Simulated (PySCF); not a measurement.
# H3O+ (oxonium): levels of theory compared

We compute a comparison of 6 runs (M06-2X/6-31G, PBE0/6-31G, UMP2/6-31G, CCSDT(Q)/6-31G, QCISD(T)/6-31G, FCI/6-31G) of H3O+ (oxonium). Input form: a Python script.

Program for the calculation: PySCF 2.14.0.

5 further runs of the same task are left out: 5 set aside as unsound or not needed.

### Step 1. Starting point

H3O+: 4 atoms, total charge +1, spin state singlet. SMILES: `[OH3+]`. The O1–H3 distance was set to 2.739 Å, away from the relaxed value. At this shape a bond of the SMILES string is far longer than usual.

Bond lengths: O1–H2 0.978 Å, O1–H4 0.978 Å. Angles: H2–O1–H4 113.0°.

### Step 2. A single-point energy at M06-2X/6-31G (run 1)

File input.py:

```python
from pyscf import gto, dft

mol = gto.M(
    atom='''
O    1.245533   0.504170   1.233574
H    1.282623   1.479310   1.301474
H   -0.408890  -0.368290  -0.767380
H    1.071423   0.067420   2.091354
''',
    charge=1,
    max_memory=1860,
    basis='6-31g',
    verbose=3,
)

calc0 = dft.RKS(mol, xc='m06-2x')
calc0.grids.level = 5
calc0.conv_tol = 1e-10
calc0.kernel()
if not calc0.converged:
    calc0 = calc0.newton().run(calc0.mo_coeff, calc0.mo_occ)

e_tot = calc0.e_tot
print('E = %.10f Eh' % e_tot)
```

Command:

```
$ OMP_NUM_THREADS=1 python input.py
```

Standard output:

```text
converged SCF energy = -76.4129565488308
E = -76.4129565488 Eh
```

It took 1.9 s on 1 thread of Intel Xeon 6975P-C (Granite Rapids), shared host; peak memory 0.17 GiB.

### Step 3. The energy at PBE0/6-31G (run 2)

File run.py:

```python
from pyscf import gto, dft

mol = gto.M(
    atom='O 1.245533 0.504170 1.233574; H 1.282623 1.479310 1.301474; H -0.408890 -0.368290 -0.767380; H 1.071423 0.067420 2.091354',
    max_memory=1860,
    charge=1,
    basis='6-31g',
    verbose=3,
)

myscf = dft.RKS(mol)
myscf.xc = 'pbe0'
myscf.conv_tol = 1e-10
myscf.grids.level = 5
myscf.kernel()
if not myscf.converged:
    myscf = myscf.newton().run(myscf.mo_coeff, myscf.mo_occ)

etot = myscf.e_tot
print('E(%s) = %.9f' % ('PBE0', etot))
```

Command:

```
$ OMP_NUM_THREADS=1 python run.py
```

Standard output:

```text
converged SCF energy = -76.375581049251
E(PBE0) = -76.375581049
```

Wall time 1.3 s (1 thread of Intel Xeon 6975P-C (Granite Rapids), shared host); peak memory 0.16 GiB.

Runs 3 to 5 aren't shown in full; the table further down has their settings and results.

### Step 4. A single-point energy at FCI/6-31G (run 6)

File job.py:

```python
from pyscf import gto, scf, mcscf
from pyscf import fci

molecule = gto.Mole()
molecule.atom = '''
O        1.245533       0.504170       1.233574
H        1.282623       1.479310       1.301474
H       -0.408890      -0.368290      -0.767380
H        1.071423       0.067420       2.091354
'''
molecule.basis = '6-31g'
molecule.max_memory = 1860
molecule.verbose = 3
molecule.spin = 0
molecule.charge = 1
molecule.build()

mf = scf.RHF(molecule)
mf.conv_tol = 1e-10
mf.kernel()
if not mf.converged:
    mf = mf.newton().run(mf.mo_coeff, mf.mo_occ)

cas = mcscf.CASCI(mf, mf.mo_coeff.shape[-1] - 1, (molecule.nelec[0] - 1, molecule.nelec[1] - 1))  # full CI above the frozen core
cas.fcisolver = fci.direct_spin0.FCI(molecule)  # even spin states alone
cas.kernel()
print('<S^2> = %.4f' % cas.fcisolver.spin_square(cas.ci, cas.ncas, cas.nelecas)[0])
e_tot = cas.e_tot
print('E = %.10f Eh' % e_tot)
```

Command:

```
$ OMP_NUM_THREADS=1 python job.py
```

Standard output:

```text
converged SCF energy = -76.0271975187157
CASCI E = -76.1975259640401  E(CI) = -25.3974764007466  S^2 = 0.0000000
<S^2> = 0.0000
E = -76.1975259640 Eh
```

It took 11 s on 1 thread of Intel Xeon 6975P-C (Granite Rapids), shared host; peak memory 0.34 GiB.

### Step 5. All runs side by side

```csv
run,level,integration grid,frozen core orbitals,energy (Eh),HOMO energy (eV),LUMO energy (eV),HOMO–LUMO gap (eV),wall time
1,M06-2X/6-31G,5,–,-76.412957,-17.26,-13.43,3.83,1.9 s
2,PBE0/6-31G,5,–,-76.375581,-16.19,-14.10,2.10,1.3 s
3,UMP2/6-31G,–,1,-76.177615,-17.84,-8.56,9.29,0.54 s
4,CCSDT(Q)/6-31G,–,1,-76.194701,-19.19,-11.80,7.39,1 s
5,QCISD(T)/6-31G,–,1,-76.142864,-19.19,-11.80,7.39,0.62 s
6,FCI/6-31G,–,1,-76.197526,-19.19,-11.80,7.39,11 s
```

### Step 6. What came out

```
                                         quantity         value
                              run 6: total energy  -76.19753 Eh
       run 6: HOMO energy (Hartree–Fock orbitals)     -19.19 eV
       run 6: LUMO energy (Hartree–Fock orbitals)     -11.80 eV
     run 6: HOMO–LUMO gap (Hartree–Fock orbitals)       7.39 eV
run 6: correlation energy (1 core orbital frozen)    -170.3 mEh
```

What this shows: Against full CI in this basis: UMP2 +19.9 mEh; CCSDT(Q) +2.8 mEh; QCISD(T) +54.7 mEh. Totals of different functionals can't be ranked against each other. In run 5 the T1 diagnostic is large, so a single reference may not serve. Spin contamination of the reference: run 3 ⟨S²⟩ = 0.99. Where it is this large, the reference is a mixture of spin states, and values that rest on it are in doubt. All runs together took 16 s, the longest 11 s.
